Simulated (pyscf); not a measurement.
A first-order saddle from PySCF, ωB97X-D3(BJ)/def2-SVP:

```
Sn
F 1 1.9293
F 1 1.9318 2 102.22
H 1 1.7700 2 129.54 3 -159.59
S 4 1.9910 1 85.46 2 78.34
H 5 1.3507 4 89.06 1 89.14
```

Surface: singlet, charge 0. Lowest wavenumbers (cm⁻¹): 1272i, 84, 139, 184, 207.

**Question.** What reaction is this the transition state of?

**Answer.** F–Sn:–F [singlet] + H₂S ⇌ F–SnH(F)–SH, an insertion read from left to right: H–S broken and S–Sn, H–Sn formed. At CCSD(T)/def2-TZVPP + ΔMP2(QZVPP) it lies +44.8 kcal/mol from the left side and +46.5 kcal/mol from the right (each side as separated species at their lowest minima found). On the reactant side the descent ends in an adduct with a S–Sn contact, 13.5 kcal/mol under the separated species and 57.8 kcal/mol under the saddle at ωB97X-D3(BJ)/def2-TZVP. What is counted as formed (S–Sn) is already present as a longer contact in the reactant adduct; forming that adduct is a step of its own. One saddle was located; it need not be the lowest between these sides. The CCSD(T) − MP2 part came from Ansatz, without density fitting, on the same reference. The frozen core leaves the outer d or s,p core shells of the metals and heavy elements correlated in the MP2 and CC values, and def2-TZVPP describes them poorly, which can shift differences by a few kcal/mol. Elements past Kr carry the def2 core potentials, without spin-orbit coupling.
